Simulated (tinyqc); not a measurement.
Worked calculation (part 1 of 2): RHF in the sto-3g basis, for H2F+, spin multiplicity 1. Computed by tinyqc, a small Python program that keeps every step (integrals from PySCF). Settings: charge = 1, multiplicity = 1, basis = sto-3g, energy threshold = 1e-08, iteration cap = 85, orthogonalisation = symmetric, start = highest core orbitals, DIIS depth = 0, method = RHF. Command: `OMP_NUM_THREADS=1 python tinyqc.py 25103 25104 out.jsonl` (the two numbers bound the seeds that draw the settings). One thread of a shared host (Intel(R) Xeon(R) Processor @ 2.60GHz), about 0.1 s of CPU time with the checks. Later iterations appear only in the table of the cycle.

## One-electron integrals

Geometry (angstrom):
```
atom         x          y         z
F     0.000000   0.000000  0.000000
H     0.000000   0.893000  0.528000
H     0.000000  -0.893000  0.528000
```

Basis sto-3g: exponents (1/bohr^2) and contraction coefficients of normalised primitives:
```
element  l (shell)    exponent  coefficient
F            s (1)  166.679130     0.154329
F            s (1)   30.360812     0.535328
F            s (1)    8.216821     0.444635
F            s (2)    6.464803    -0.099967
F            s (2)    1.502281     0.399513
F            s (2)    0.488588     0.700115
F            p (3)    6.464803     0.155916
F            p (3)    1.502281     0.607684
F            p (3)    0.488588     0.391957
H            s (1)    3.425251     0.154329
H            s (1)    0.623914     0.535328
H            s (1)    0.168855     0.444635
```

Overlap, kinetic and nuclear-attraction integrals over the contracted functions; the nuclear repulsion is the sum of Za Zb / Rab.

nuclear repulsion = 9.47793659 hartree

overlap S:
```
           1F 1s     1F 2s    1F 2px     1F 2py    1F 2pz     2H 1s      3H 1s
1F 1s   1.000000  0.237990  0.000000   0.000000  0.000000  0.037088   0.037088
1F 2s   0.237990  1.000000  0.000000   0.000000  0.000000  0.372274   0.372274
1F 2px  0.000000  0.000000  1.000000   0.000000  0.000000  0.000000   0.000000
1F 2py  0.000000  0.000000  0.000000   1.000000  0.000000  0.263299  -0.263299
1F 2pz  0.000000  0.000000  0.000000   0.000000  1.000000  0.155679   0.155679
2H 1s   0.037088  0.372274  0.000000   0.263299  0.155679  1.000000   0.167695
3H 1s   0.037088  0.372274  0.000000  -0.263299  0.155679  0.167695   1.000000
```

kinetic energy T (hartree):
```
            1F 1s      1F 2s    1F 2px     1F 2py    1F 2pz      2H 1s      3H 1s
1F 1s   36.984577  -0.212858  0.000000   0.000000  0.000000  -0.006083  -0.006083
1F 2s   -0.212858   1.037995  0.000000   0.000000  0.000000   0.073169   0.073169
1F 2px   0.000000   0.000000  3.248015   0.000000  0.000000   0.000000   0.000000
1F 2py   0.000000   0.000000  0.000000   3.248015  0.000000   0.162372  -0.162372
1F 2pz   0.000000   0.000000  0.000000   0.000000  3.248015   0.096005   0.096005
2H 1s   -0.006083   0.073169  0.000000   0.162372  0.096005   0.760032  -0.005755
3H 1s   -0.006083   0.073169  0.000000  -0.162372  0.096005  -0.005755   0.760032
```

nuclear attraction V (hartree):
```
             1F 1s       1F 2s      1F 2px      1F 2py      1F 2pz      2H 1s      3H 1s
1F 1s   -78.029762   -9.419602    0.000000    0.000000   -0.011975  -1.506985  -1.506985
1F 2s    -9.419602  -12.558271    0.000000    0.000000   -0.146755  -3.517379  -3.517379
1F 2px    0.000000    0.000000  -12.407828    0.000000    0.000000   0.000000   0.000000
1F 2py    0.000000    0.000000    0.000000  -12.535256    0.000000  -2.155103   2.155103
1F 2pz   -0.011975   -0.146755    0.000000    0.000000  -12.452376  -1.311801  -1.311801
2H 1s    -1.506985   -3.517379    0.000000   -2.155103   -1.311801  -5.991615  -1.156703
3H 1s    -1.506985   -3.517379    0.000000    2.155103   -1.311801  -1.156703  -5.991615
```

core Hamiltonian H = T + V (hartree):
```
             1F 1s       1F 2s     1F 2px     1F 2py     1F 2pz      2H 1s      3H 1s
1F 1s   -41.045186   -9.632459   0.000000   0.000000  -0.011975  -1.513068  -1.513068
1F 2s    -9.632459  -11.520275   0.000000   0.000000  -0.146755  -3.444210  -3.444210
1F 2px    0.000000    0.000000  -9.159814   0.000000   0.000000   0.000000   0.000000
1F 2py    0.000000    0.000000   0.000000  -9.287242   0.000000  -1.992731   1.992731
1F 2pz   -0.011975   -0.146755   0.000000   0.000000  -9.204362  -1.215796  -1.215796
2H 1s    -1.513068   -3.444210   0.000000  -1.992731  -1.215796  -5.231584  -1.162458
3H 1s    -1.513068   -3.444210   0.000000   1.992731  -1.215796  -1.162458  -5.231584
```

## Two-electron integrals

Functions are numbered as in S; the eight-fold symmetry (ij|kl) = (ji|kl) = (kl|ij) leaves the list below.

Two-electron integrals (ij|kl) in chemists' order, unique and non-zero (hartree):
```
(11|11) 5.403501    (21|11) 0.841920    (21|21) 0.156299    (22|11) 1.268028
(22|21) 0.292344    (22|22) 0.926167    (31|31) 0.027998    (32|31) 0.043169
(32|32) 0.204588    (33|11) 1.264502    (33|21) 0.292403    (33|22) 0.925959
(33|33) 0.997514    (41|41) 0.027998    (42|41) 0.043169    (42|42) 0.204588
(43|43) 0.053770    (44|11) 1.264502    (44|21) 0.292403    (44|22) 0.925959
(44|33) 0.889973    (44|44) 0.997514    (51|51) 0.027998    (52|51) 0.043169
(52|52) 0.204588    (53|53) 0.053770    (54|54) 0.053770    (55|11) 1.264502
(55|21) 0.292403    (55|22) 0.925959    (55|33) 0.889973    (55|44) 0.889973
(55|55) 0.997514    (61|11) 0.133068    (61|21) 0.024497    (61|22) 0.045538
(61|33) 0.045467    (61|41) 0.000866    (61|42) 0.001625    (61|44) 0.045629
(61|51) 0.000512    (61|52) 0.000961    (61|54) 0.000095    (61|55) 0.045524
(61|61) 0.003879    (62|11) 0.338985    (62|21) 0.079211    (62|22) 0.280206
(62|33) 0.276094    (62|41) 0.004652    (62|42) 0.036379    (62|44) 0.285031
(62|51) 0.002750    (62|52) 0.021509    (62|54) 0.005284    (62|55) 0.279218
(62|61) 0.012599    (62|62) 0.104588    (63|31) 0.008268    (63|32) 0.049082
(63|43) 0.007649    (63|53) 0.004522    (63|63) 0.015460    (64|11) 0.199307
(64|21) 0.047167    (64|22) 0.178601    (64|33) 0.170976    (64|41) 0.010689
(64|42) 0.071053    (64|44) 0.191735    (64|51) 0.001431    (64|52) 0.012991
(64|54) 0.007752    (64|55) 0.172886    (64|61) 0.007816    (64|62) 0.081756
(64|64) 0.078885    (65|11) 0.117843    (65|21) 0.027888    (65|22) 0.105600
(65|33) 0.101092    (65|41) 0.001431    (65|42) 0.012991    (65|44) 0.104322
(65|51) 0.009114    (65|52) 0.056763    (65|54) 0.009558    (65|55) 0.111266
(65|61) 0.004621    (65|62) 0.048340    (65|64) 0.037501    (65|65) 0.037633
(66|11) 0.496164    (66|21) 0.117841    (66|22) 0.480947    (66|33) 0.464577
(66|41) 0.008637    (66|42) 0.095298    (66|44) 0.500562    (66|51) 0.005107
(66|52) 0.056346    (66|54) 0.021276    (66|55) 0.477157    (66|61) 0.018861
(66|62) 0.230823    (66|64) 0.209701    (66|65) 0.123989    (66|66) 0.774606
(71|11) 0.133068    (71|21) 0.024497    (71|22) 0.045538    (71|33) 0.045467
(71|41) -0.000866   (71|42) -0.001625   (71|44) 0.045629    (71|51) 0.000512
(71|52) 0.000961    (71|54) -0.000095   (71|55) 0.045524    (71|61) 0.003823
(71|62) 0.012219    (71|64) 0.006970    (71|65) 0.004486    (71|66) 0.018131
(71|71) 0.003879    (72|11) 0.338985    (72|21) 0.079211    (72|22) 0.280206
(72|33) 0.276094    (72|41) -0.004652   (72|42) -0.036379   (72|44) 0.285031
(72|51) 0.002750    (72|52) 0.021509    (72|54) -0.005284   (72|55) 0.279218
(72|61) 0.012219    (72|62) 0.084152    (72|64) 0.045420    (72|65) 0.037663
(72|66) 0.150130    (72|71) 0.012599    (72|72) 0.104588    (73|31) 0.008268
(73|32) 0.049082    (73|43) -0.007649   (73|53) 0.004522    (73|63) 0.011983
(73|73) 0.015460    (74|11) -0.199307   (74|21) -0.047167   (74|22) -0.178601
(74|33) -0.170976   (74|41) 0.010689    (74|42) 0.071053    (74|44) -0.191735
(74|51) -0.001431   (74|52) -0.012991   (74|54) 0.007752    (74|55) -0.172886
(74|61) -0.006970   (74|62) -0.045420   (74|64) -0.012940   (74|65) -0.019928
(74|66) -0.073626   (74|71) -0.007816   (74|72) -0.081756   (74|74) 0.078885
(75|11) 0.117843    (75|21) 0.027888    (75|22) 0.105600    (75|33) 0.101092
(75|41) -0.001431   (75|42) -0.012991   (75|44) 0.104322    (75|51) 0.009114
(75|52) 0.056763    (75|54) -0.009558   (75|55) 0.111266    (75|61) 0.004486
(75|62) 0.037663    (75|64) 0.019928    (75|65) 0.028634    (75|66) 0.074011
(75|71) 0.004621    (75|72) 0.048340    (75|74) -0.037501   (75|75) 0.037633
(76|11) 0.106242    (76|21) 0.025063    (76|22) 0.096639    (76|33) 0.094946
(76|44) 0.096982    (76|51) 0.001393    (76|52) 0.013163    (76|55) 0.097888
(76|61) 0.003939    (76|62) 0.035605    (76|64) 0.024380    (76|65) 0.018802
(76|66) 0.083109    (76|71) 0.003939    (76|72) 0.035605    (76|74) -0.024380
(76|75) 0.018802    (76|76) 0.015053    (77|11) 0.496164    (77|21) 0.117841
(77|22) 0.480947    (77|33) 0.464577    (77|41) -0.008637   (77|42) -0.095298
(77|44) 0.500562    (77|51) 0.005107    (77|52) 0.056346    (77|54) -0.021276
(77|55) 0.477157    (77|61) 0.018131    (77|62) 0.150130    (77|64) 0.073626
(77|65) 0.074011    (77|66) 0.294110    (77|71) 0.018861    (77|72) 0.230823
(77|74) -0.209701   (77|75) 0.123989    (77|76) 0.083109    (77|77) 0.774606
```

## Orthogonalisation

S = U s U^T; symmetric (Loewdin) form X = U s^(-1/2) U^T, so that X^T S X = 1.

eigenvalues of S: 0.471184  0.534468  0.907598  1.000000  1.079163  1.297837  1.709750

X:
```
            1F 1s      1F 2s    1F 2px     1F 2py     1F 2pz      2H 1s      3H 1s
1F 1s    1.023715  -0.136102  0.000000   0.000000  -0.005165   0.017694   0.017694
1F 2s   -0.136102   1.143685  0.000000   0.000000   0.049655  -0.207310  -0.207310
1F 2px   0.000000   0.000000  1.000000   0.000000   0.000000   0.000000   0.000000
1F 2py   0.000000   0.000000  0.000000   1.068992   0.000000  -0.169031   0.169031
1F 2pz  -0.005165   0.049655  0.000000   0.000000   1.020292  -0.085043  -0.085043
2H 1s    0.017694  -0.207310  0.000000  -0.169031  -0.085043   1.111421  -0.065227
3H 1s    0.017694  -0.207310  0.000000   0.169031  -0.085043  -0.065227   1.111421
```

## Starting guess

The start is the highest orbitals of the core Hamiltonian (a deliberately bad start); D = 2 C_occ C_occ^T.

D at the start:
```
            1F 1s      1F 2s    1F 2px     1F 2py     1F 2pz      2H 1s      3H 1s
1F 1s    0.012024  -0.072129  0.000000   0.000000   0.107949   0.065340   0.065340
1F 2s   -0.072129   0.511371  0.000000   0.000000  -0.372800  -0.644017  -0.644017
1F 2px   0.000000   0.000000  2.000000   0.000000   0.000000   0.000000   0.000000
1F 2py   0.000000   0.000000  0.000000   2.399775   0.000000  -0.759166   0.759166
1F 2pz   0.107949  -0.372800  0.000000   0.000000   1.928232  -0.293386  -0.293386
2H 1s    0.065340  -0.644017  0.000000  -0.759166  -0.293386   2.604067  -0.279221
3H 1s    0.065340  -0.644017  0.000000   0.759166  -0.293386  -0.279221   2.604067
```

## Iteration 1: building the Fock matrix

J_ij = sum D_kl (ij|kl), K_ij = sum D_kl (ik|jl); F = H + J - 0.5 K; E = tr D H + tr D J / 2 - 0.25 tr D K + E_nn.

Coulomb J (hartree):
```
            1F 1s      1F 2s    1F 2px     1F 2py     1F 2pz     2H 1s      3H 1s
1F 1s    9.536500   2.213527  0.000000   0.000000  -0.022317  0.344337   0.344337
1F 2s    2.213527   7.380830  0.000000   0.000000  -0.018332  2.383814   2.383814
1F 2px   0.000000   0.000000  7.322741   0.000000   0.000000  0.000000   0.000000
1F 2py   0.000000   0.000000  0.000000   7.462199   0.000000  1.602178  -1.602178
1F 2pz  -0.022317  -0.018332  0.000000   0.000000   7.353126  0.947561   0.947561
2H 1s    0.344337   2.383814  0.000000   1.602178   0.947561  4.948846   0.886591
3H 1s    0.344337   2.383814  0.000000  -1.602178   0.947561  0.886591   4.948846
```

exchange K (hartree):
```
            1F 1s      1F 2s    1F 2px     1F 2py     1F 2pz     2H 1s      3H 1s
1F 1s    0.187125   0.263962  0.000000   0.000000  -0.020084  0.050285   0.050285
1F 2s    0.263962   1.388827  0.000000   0.000000  -0.539125  0.482249   0.482249
1F 2px   0.000000   0.000000  2.247489   0.000000   0.000000  0.000000   0.000000
1F 2py   0.000000   0.000000  0.000000   2.350256   0.000000  0.530054  -0.530054
1F 2pz  -0.020084  -0.539125  0.000000   0.000000   2.135309  0.162721   0.162721
2H 1s    0.050285   0.482249  0.000000   0.530054   0.162721  1.614017   0.192810
3H 1s    0.050285   0.482249  0.000000  -0.530054   0.162721  0.192810   1.614017
```

Fock matrix F (hartree):
```
             1F 1s      1F 2s     1F 2px     1F 2py     1F 2pz      2H 1s      3H 1s
1F 1s   -31.602248  -7.550913   0.000000   0.000000  -0.024250  -1.193873  -1.193873
1F 2s    -7.550913  -4.833859   0.000000   0.000000   0.104475  -1.301520  -1.301520
1F 2px    0.000000   0.000000  -2.960818   0.000000   0.000000   0.000000   0.000000
1F 2py    0.000000   0.000000   0.000000  -3.000170   0.000000  -0.655580   0.655580
1F 2pz   -0.024250   0.104475   0.000000   0.000000  -2.918890  -0.349596  -0.349596
2H 1s    -1.193873  -1.301520   0.000000  -0.655580  -0.349596  -1.089746  -0.372272
3H 1s    -1.193873  -1.301520   0.000000   0.655580  -0.349596  -0.372272  -1.089746
```

total energy of this density = -37.77561244 hartree

## Iteration 1: diagonalisation and new density

Diagonalise F' = X^T F X, C = X C', fill 5 alpha and 5 beta electrons from the bottom; D = 2 C_occ C_occ^T. Each column has its largest component positive (the first on a tie).

F' = X^T F X (hartree):
```
            1          2          3          4          5          6          7
1  -31.178750  -3.431086   0.000000   0.000000  -0.046702  -0.194640  -0.194640
2   -3.431086  -3.564113   0.000000   0.000000   0.125640  -0.346677  -0.346677
3    0.000000   0.000000  -2.960818   0.000000   0.000000   0.000000   0.000000
4    0.000000   0.000000   0.000000  -2.995592   0.000000  -0.177260   0.177260
5   -0.046702   0.125640   0.000000   0.000000  -2.916522  -0.083398  -0.083398
6   -0.194640  -0.346677   0.000000  -0.177260  -0.083398  -0.718748  -0.075518
7   -0.194640  -0.346677   0.000000   0.177260  -0.083398  -0.075518  -0.718748
```

orbital energies (hartree): MO1 -31.602304, MO2 -3.262115, MO3 -3.022010, MO4 -2.960818, MO5 -2.891587, MO6 -0.697644, MO7 -0.616811

coefficients C:
```
             MO1        MO2        MO3       MO4        MO5        MO6        MO7
1F 1s   0.999761  -0.240015   0.000000  0.000000  -0.078410   0.062373   0.000000
1F 2s   0.000922   1.021834   0.000000  0.000000   0.342113  -0.503760   0.000000
1F 2px  0.000000   0.000000   0.000000  1.000000   0.000000   0.000000   0.000000
1F 2py  0.000000   0.000000   1.038053  0.000000   0.000000   0.000000  -0.349763
1F 2pz  0.000764  -0.279159   0.000000  0.000000   0.971298  -0.191314   0.000000
2H 1s   0.000244  -0.052962  -0.080902  0.000000  -0.055308   0.769363   0.845149
3H 1s   0.000244  -0.052962   0.080902  0.000000  -0.055308   0.769363  -0.845149
```

D after iteration 1:
```
            1F 1s      1F 2s    1F 2px     1F 2py     1F 2pz      2H 1s      3H 1s
1F 1s    2.126556  -0.542317  0.000000   0.000000  -0.016786   0.034585   0.034585
1F 2s   -0.542317   2.322372  0.000000   0.000000   0.094080  -0.146080  -0.146080
1F 2px   0.000000   0.000000  2.000000   0.000000   0.000000   0.000000   0.000000
1F 2py   0.000000   0.000000  0.000000   2.155106   0.000000  -0.167962   0.167962
1F 2pz  -0.016786   0.094080  0.000000   0.000000   2.042701  -0.077871  -0.077871
2H 1s    0.034585  -0.146080  0.000000  -0.167962  -0.077871   0.024818  -0.001362
3H 1s    0.034585  -0.146080  0.000000   0.167962  -0.077871  -0.001362   0.024818
```

## Iteration 2: building the Fock matrix

As before.

Coulomb J (hartree):
```
            1F 1s     1F 2s    1F 2px     1F 2py    1F 2pz     2H 1s      3H 1s
1F 1s   21.033714  4.034562  0.000000   0.000000  0.002096  0.632389   0.632389
1F 2s    4.034562  9.982562  0.000000   0.000000  0.000963  2.926288   2.926288
1F 2px   0.000000  0.000000  9.974675   0.000000  0.000000  0.000000   0.000000
1F 2py   0.000000  0.000000  0.000000   9.972983  0.000000  1.829209  -1.829209
1F 2pz   0.002096  0.000963  0.000000   0.000000  9.973614  1.081015   1.081015
2H 1s    0.632389  2.926288  0.000000   1.829209  1.081015  4.828829   0.986050
3H 1s    0.632389  2.926288  0.000000  -1.829209  1.081015  0.986050   4.828829
```

exchange K (hartree):
```
            1F 1s     1F 2s    1F 2px     1F 2py    1F 2pz     2H 1s      3H 1s
1F 1s   11.117719  1.951037  0.000000   0.000000  0.000828  0.323225   0.323225
1F 2s    1.951037  3.255242  0.000000   0.000000  0.009544  0.879892   0.879892
1F 2px   0.000000  0.000000  2.675241   0.000000  0.000000  0.000000   0.000000
1F 2py   0.000000  0.000000  0.000000   2.687650  0.000000  0.432179  -0.432179
1F 2pz   0.000828  0.009544  0.000000   0.000000  2.677693  0.257531   0.257531
2H 1s    0.323225  0.879892  0.000000   0.432179  0.257531  0.382832   0.204868
3H 1s    0.323225  0.879892  0.000000  -0.432179  0.257531  0.204868   0.382832
```

Fock matrix F (hartree):
```
             1F 1s      1F 2s     1F 2px     1F 2py     1F 2pz      2H 1s      3H 1s
1F 1s   -25.570331  -6.573416   0.000000   0.000000  -0.010294  -1.042291  -1.042291
1F 2s    -6.573416  -3.165334   0.000000   0.000000  -0.150563  -0.957868  -0.957868
1F 2px    0.000000   0.000000  -0.522759   0.000000   0.000000   0.000000   0.000000
1F 2py    0.000000   0.000000   0.000000  -0.658084   0.000000  -0.379612   0.379612
1F 2pz   -0.010294  -0.150563   0.000000   0.000000  -0.569594  -0.263546  -0.263546
2H 1s    -1.042291  -0.957868   0.000000  -0.379612  -0.263546  -0.594171  -0.278841
3H 1s    -1.042291  -0.957868   0.000000   0.379612  -0.263546  -0.278841  -0.594171
```

total energy of this density = -98.03226537 hartree

## Iteration 2: diagonalisation and new density

As before.

F' = X^T F X (hartree):
```
            1          2          3          4          5          6          7
1  -25.091263  -3.401066   0.000000   0.000000  -0.018272  -0.130347  -0.130347
2   -3.401066  -1.859319   0.000000   0.000000  -0.055346  -0.393973  -0.393973
3    0.000000   0.000000  -0.522759   0.000000   0.000000   0.000000   0.000000
4    0.000000   0.000000   0.000000  -0.495668   0.000000  -0.317552   0.317552
5   -0.018272  -0.055346   0.000000   0.000000  -0.520017  -0.178398  -0.178398
6   -0.130347  -0.393973   0.000000  -0.317552  -0.178398  -0.245265  -0.073091
7   -0.130347  -0.393973   0.000000   0.317552  -0.178398  -0.073091  -0.245265
```

orbital energies (hartree): MO1 -25.581671, MO2 -1.608171, MO3 -0.811247, MO4 -0.591249, MO5 -0.522759, MO6 -0.007863, MO7 0.143405

coefficients C:
```
              MO1        MO2        MO3        MO4       MO5        MO6        MO7
1F 1s    0.994169  -0.249618   0.000000   0.075092  0.000000   0.104155   0.000000
1F 2s    0.024882   0.936611   0.000000  -0.359976  0.000000  -0.638372   0.000000
1F 2px   0.000000   0.000000   0.000000   0.000000  1.000000   0.000000   0.000000
1F 2py   0.000000   0.000000   0.737196   0.000000  0.000000   0.000000   0.810204
1F 2pz   0.001862   0.135655   0.000000   0.876966  0.000000  -0.520074   0.000000
2H 1s   -0.004382   0.092473   0.340070   0.211127  0.000000   0.737997  -0.777929
3H 1s   -0.004382   0.092473  -0.340070   0.211127  0.000000   0.737997   0.777929
```

D after iteration 2:
```
            1F 1s      1F 2s    1F 2px     1F 2py     1F 2pz      2H 1s      3H 1s
1F 1s    2.112641  -0.472180  0.000000   0.000000   0.067685  -0.023171  -0.023171
1F 2s   -0.472180   2.014883  0.000000   0.000000  -0.377168   0.021004   0.021004
1F 2px   0.000000   0.000000  2.000000   0.000000   0.000000   0.000000   0.000000
1F 2py   0.000000   0.000000  0.000000   1.086915   0.000000   0.501397  -0.501397
1F 2pz   0.067685  -0.377168  0.000000   0.000000   1.574950   0.395375   0.395375
2H 1s   -0.023171   0.021004  0.000000   0.501397   0.395375   0.337586  -0.125005
3H 1s   -0.023171   0.021004  0.000000  -0.501397   0.395375  -0.125005   0.337586
```
